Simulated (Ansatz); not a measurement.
# BNH6 (SMILES [BH3-][NH3+]): levels of theory compared

Wanted: a comparison of 6 runs (HF/STO-3G, HF/def2-SVP, B3LYP/6-31G*, B3LYP/cc-pVDZ, BLYP/def2-SVPD, PBE/pcseg-2) of BNH6. 

Program for the calculation: Ansatz 0.2.0.

9 further runs of the same task are left out: 1 for a known fault of the program, 1 that didn't finish, 7 set aside as unsound or not needed.

## (1) Starting point

BNH6 has 8 atoms, charge 0, and is taken as a singlet. SMILES: `[BH3-][NH3+]`. The shape is that of a PBE0-D4/def2-TZVP optimisation.

Bond lengths: B1–N2 1.639 Å, B1–H3 1.212 Å, B1–H4 1.212 Å, B1–H5 1.212 Å, N2–H6 1.015 Å, N2–H7 1.015 Å, N2–H8 1.015 Å. Some angles: B1–N2–H6 110.9°, B1–N2–H7 110.9°, B1–N2–H8 110.9°, N2–B1–H3 105.3°, N2–B1–H4 105.3°, N2–B1–H5 105.3°, H6–N2–H7 108.0°, H6–N2–H8 108.0°, H7–N2–H8 108.0°, H3–B1–H4 113.3°.

## (2) Energy and gradient at HF/STO-3G (run 1)

The input, job.yaml:

```yaml
crystal:
  periodic: [false, false, false]
  atoms:
    - symbol: B
      position_ang: [-0.191300, 0.250800, -0.775400]
    - symbol: "N"
      position_ang: [0.206500, -0.255100, 0.731700]
    - symbol: H
      position_ang: [-0.078200, -0.728400, -1.481000]
    - symbol: H
      position_ang: [-1.332600, 0.649700, -0.687200]
    - symbol: H
      position_ang: [0.604400, 1.126600, -1.038400]
    - symbol: H
      position_ang: [0.140800, 0.507000, 1.398700]
    - symbol: H
      position_ang: [1.156600, -0.611300, 0.755300]
    - symbol: H
      position_ang: [-0.414000, -0.996500, 1.040500]
basis:
  gaussian:
    orbitals: STO-3G
hamiltonian:
  xc: hf
accuracy: high
output:
  forces: true
  orbitals: {seedname: orbitals}
```

The run is started by

```bash
$ ansatz run job.yaml --threads 1 --pin off --max-ram 2610MiB --events-out events.jsonl --progress --plain --runs-dir runs
```

The program printed:

```text
Warning: RAYON_NUM_THREADS=1 ignored (pool sized by the plan → 1); use --threads N
Functional definition: HF
  name "HF"
  exchange = exact_x
  correlation = 0
276 factors; integrals over basis functions are off by at most 8.0e-9 eV
mean field evaluation 1: about -2219.3537 eV, gradient 1.4e1 eV
mean field evaluation 2: about -2219.4429 eV, gradient 1.4e1 eV
mean field evaluation 4: about -2220.2804 eV, gradient 1.1e0 eV
mean field evaluation 8: about -2220.2846 eV, gradient 1.4e-6 eV
mean field -2220.28457934 eV, -81.5939533279 hartree, gradient 1.5e-8 eV, S^2 0.000000; 0 other end points of the search recorded, 0 dependent functions left out
the calculation of the forces begins
reference -2220.28457934 eV, -81.5939533279 hartree; 9, 9 occupied and 7, 7 virtual orbitals, 276 factors
Total energy: -2220.28457934 eV, -81.5939533279 hartree
Atom 0 at    -0.191300     0.250800    -0.775400 Å, force    -0.429746     0.543487    -1.622790 eV/Å
Atom 1 at     0.206500    -0.255100     0.731700 Å, force    -0.233011     0.297951    -0.895421 eV/Å
Atom 2 at    -0.078200    -0.728400    -1.481000 Å, force    -0.113823     1.183885     0.978694 eV/Å
Atom 3 at    -1.332600     0.649700    -0.687200 Å, force     1.445848    -0.529622    -0.008658 eV/Å
Atom 4 at     0.604400     1.126600    -1.038400 Å, force    -0.961728    -1.122009     0.427511 eV/Å
Atom 5 at     0.140800     0.507000     1.398700 Å, force    -0.044490     0.683859     0.683240 eV/Å
Atom 6 at     1.156600    -0.611300     0.755300 Å, force     0.893882    -0.350359     0.086448 eV/Å
Atom 7 at    -0.414000    -0.996500     1.040500 Å, force    -0.556931    -0.707190     0.350975 eV/Å
Dipole moment:     0.297290    -0.378020     1.126157 e Å
```

It took 0.18 s on 1 thread of Arm Neoverse V1, shared host.

## (3) Energy and gradient at HF/def2-SVP (run 2)

The input, molecule.yaml:

```yaml
crystal:
  periodic: [false, false, false]
  atoms:
    - {symbol: B, position_ang: [-0.191300, 0.250800, -0.775400]}
    - {symbol: N, position_ang: [0.206500, -0.255100, 0.731700]}
    - {symbol: H, position_ang: [-0.078200, -0.728400, -1.481000]}
    - {symbol: H, position_ang: [-1.332600, 0.649700, -0.687200]}
    - {symbol: H, position_ang: [0.604400, 1.126600, -1.038400]}
    - {symbol: H, position_ang: [0.140800, 0.507000, 1.398700]}
    - {symbol: H, position_ang: [1.156600, -0.611300, 0.755300]}
    - {symbol: H, position_ang: [-0.414000, -0.996500, 1.040500]}
basis:
  gaussian: {orbitals: def2-SVP}
hamiltonian: {xc: hf}
accuracy: high
output: {forces: true, orbitals: {seedname: orbitals}}
```

The run is started by

```bash
$ ansatz run molecule.yaml --threads 1 --pin off --max-ram 2610MiB --events-out events.jsonl --progress --plain --runs-dir runs
```

The program printed (excerpt; [...] marks lines left out):

```text
Warning: RAYON_NUM_THREADS=1 ignored (pool sized by the plan → 1); use --threads N
Functional definition: HF
  name "HF"
[...]
1428 factors; integrals over basis functions are off by at most 3.3e-9 eV
[...]
mean field -2246.56393399 eV, -82.5597017984 hartree, gradient 9.4e-9 eV, S^2 0.000000; 0 other end points of the search recorded, 0 dependent functions left out
[...]
reference -2246.56393399 eV, -82.5597017984 hartree; 9, 9 occupied and 49, 49 virtual orbitals, 1428 factors
Total energy: -2246.56393399 eV, -82.5597017984 hartree
Atom 0 at    -0.191300     0.250800    -0.775400 Å, force    -0.057976     0.071482    -0.215981 eV/Å
Atom 1 at     0.206500    -0.255100     0.731700 Å, force     0.181413    -0.229428     0.677692 eV/Å
Atom 2 at    -0.078200    -0.728400    -1.481000 Å, force     0.017568    -0.155445    -0.114361 eV/Å
Atom 3 at    -1.332600     0.649700    -0.687200 Å, force    -0.182671     0.064605     0.012074 eV/Å
Atom 4 at     0.604400     1.126600    -1.038400 Å, force     0.127358     0.141228    -0.044453 eV/Å
Atom 5 at     0.140800     0.507000     1.398700 Å, force     0.030127    -0.297725    -0.231781 eV/Å
Atom 6 at     1.156600    -0.611300     0.755300 Å, force    -0.358379     0.129352     0.012574 eV/Å
Atom 7 at    -0.414000    -0.996500     1.040500 Å, force     0.242562     0.275932    -0.095764 eV/Å
Dipole moment:     0.290571    -0.369453     1.100650 e Å
```

Wall time 1.4 s (1 thread of Arm Neoverse V1, shared host).

Runs 3 to 5 aren't shown in full; the table further down has their settings and results.

## (4) Energy and forces at PBE/pcseg-2 (run 6)

The input, job.yaml:

```yaml
crystal:
  periodic: [false, false, false]
  atoms:
    - {symbol: B, position_ang: [-0.191300, 0.250800, -0.775400]}
    - {symbol: N, position_ang: [0.206500, -0.255100, 0.731700]}
    - {symbol: H, position_ang: [-0.078200, -0.728400, -1.481000]}
    - {symbol: H, position_ang: [-1.332600, 0.649700, -0.687200]}
    - {symbol: H, position_ang: [0.604400, 1.126600, -1.038400]}
    - {symbol: H, position_ang: [0.140800, 0.507000, 1.398700]}
    - {symbol: H, position_ang: [1.156600, -0.611300, 0.755300]}
    - {symbol: H, position_ang: [-0.414000, -0.996500, 1.040500]}
basis:
  gaussian: {orbitals: pcseg-2}
hamiltonian: {xc: {name: PBE}}
total_charge: 0
accuracy: high
output: {forces: true, orbitals: {seedname: orbitals}}
```

The run is started by

```bash
$ ansatz run job.yaml --threads 1 --pin off --max-ram 2610MiB --events-out events.jsonl --progress --plain --runs-dir runs
```

The program printed (excerpt; [...] marks lines left out):

```text
Warning: RAYON_NUM_THREADS=1 ignored (pool sized by the plan → 1); use --threads N
Functional definition: PBE
  name "PBE"
[...]
2652 factors; integrals over basis functions are off by at most 3.3e-9 eV
[...]
mean field -2261.84699437 eV, -83.1213439081 hartree, gradient 2.9e-8 eV, S^2 0.000000; 0 other end points of the search recorded, 0 dependent functions left out
[...]
reference -2261.84699849 eV, -83.1213440594 hartree; 9, 9 occupied and 135, 135 virtual orbitals, 2652 factors
Total energy: -2261.84699849 eV, -83.1213440594 hartree
Atom 0 at    -0.191300     0.250800    -0.775400 Å, force    -0.013542     0.015235    -0.048190 eV/Å
Atom 1 at     0.206500    -0.255100     0.731700 Å, force    -0.059504     0.076702    -0.233675 eV/Å
Atom 2 at    -0.078200    -0.728400    -1.481000 Å, force     0.007458    -0.081646    -0.069800 eV/Å
Atom 3 at    -1.332600     0.649700    -0.687200 Å, force    -0.101194     0.037763    -0.001277 eV/Å
Atom 4 at     0.604400     1.126600    -1.038400 Å, force     0.067348     0.079555    -0.032120 eV/Å
Atom 5 at     0.140800     0.507000     1.398700 Å, force    -0.014233     0.227229     0.231987 eV/Å
Atom 6 at     1.156600    -0.611300     0.755300 Å, force     0.298544    -0.117772     0.032305 eV/Å
Atom 7 at    -0.414000    -0.996500     1.040500 Å, force    -0.184878    -0.237067     0.120771 eV/Å
Dipole moment:     0.272999    -0.347121     1.034116 e Å
```

Run time: 16 s. Hardware: 1 thread of Arm Neoverse V1, shared host; peak memory 0.45 GiB.

## (5) The series

```csv
run,level,Cartesian functions,energy (Eh),dipole moment (D),HOMO energy (eV),LUMO energy (eV),wall time
1,HF/STO-3G,no,-81.593953,5.88,-9.45,14.26,0.18 s
2,HF/def2-SVP,no,-82.559702,5.75,-11.15,3.60,1.4 s
3,B3LYP/6-31G* (Cartesian functions),yes,-83.212927,5.65,-7.22,0.77,2.8 s
4,B3LYP/cc-pVDZ,no,-83.218481,5.57,-7.39,0.22,3.9 s
5,BLYP/def2-SVPD,no,-83.101755,5.32,-6.36,-1.07,6.3 s
6,PBE/pcseg-2,no,-83.121344,5.40,-6.42,-1.14,16 s
```

## (6) Results

```
                       quantity         value
            run 6: total energy  -83.12134 Eh
           run 6: dipole moment        5.40 D
             run 6: HOMO energy      -6.42 eV
             run 6: LUMO energy      -1.14 eV
           run 6: HOMO–LUMO gap       5.28 eV
run 6: largest force on an atom    0.325 eV/Å
```

The dipole moment (its size) runs from 5.32 D (BLYP/def2-SVPD) to 5.88 D (HF/STO-3G). The two ends differ in method and basis. The HOMO–LUMO gap runs from 5.28 eV (PBE/pcseg-2) to 23.71 eV (HF/STO-3G). Totals of different functionals can't be ranked against each other. In run 1 the basis is minimal, so the values are rough. All runs together took 30 s, the longest 16 s.
